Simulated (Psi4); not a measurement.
**SiH4S (SMILES [SiH3]S): HF/cc-pV(Q+d)Z (density fitting, sweep point 6)**

We compute a single-point energy of SiH4S. 

The results are computed with Psi4 1.11.

7 further runs of the same task are left out: 7 set aside as unsound or not needed.

### 1 The molecule

SiH4S: 6 atoms, total charge 0, spin state singlet. As SMILES, `[SiH3]S`. Geometry: relaxed at PBE0-D4/def2-TZVP.

Bond lengths: Si1–S2 2.137 Å, Si1–H3 1.485 Å, Si1–H4 1.482 Å, Si1–H5 1.485 Å, S2–H6 1.344 Å. Angles: Si1–S2–H6 94.7°, S2–Si1–H3 111.6°, S2–Si1–H4 104.8°, S2–Si1–H5 111.6°, H3–Si1–H4 110.0°, H3–Si1–H5 108.8°, H4–Si1–H5 110.0°.

### 2 The energy at HF/cc-pV(Q+d)Z (density fitting, sweep point 6)

h4ssi.py

```python
import psi4

psi4.set_memory('1600 MB')
psi4.set_num_threads(1)
psi4.core.set_output_file('run.log', False)

geom = psi4.geometry("""
0 1
Si    -0.169800    -0.263400    -0.436000
S      0.907300    -0.012600     1.392800
H     -1.629800    -0.074300    -0.241600
H      0.108600    -1.658300    -0.852500
H      0.299800     0.681200    -1.481100
H      0.526100     1.263300     1.572300
symmetry c1
""")

psi4.set_options({
    'basis': 'cc-pV(Q+d)Z',
    'puream': True,
    'scf_type': 'df',
})

e_tot, wfn = psi4.energy("hf", molecule=geom, return_wfn=True)
print('E =', round(e_tot, 9))
```

Command:

```console
$ python h4ssi.py
```

What values should one expect? Wanted: total energy; dipole moment; HOMO energy; LUMO energy; HOMO–LUMO gap.

Computed results:

At HF/cc-pV(Q+d)Z (density fitting, sweep point 6):

```
     quantity          value
 total energy  -688.85828 Eh
dipole moment         1.15 D
  HOMO energy      -10.36 eV
  LUMO energy        2.48 eV
HOMO–LUMO gap       12.83 eV
```
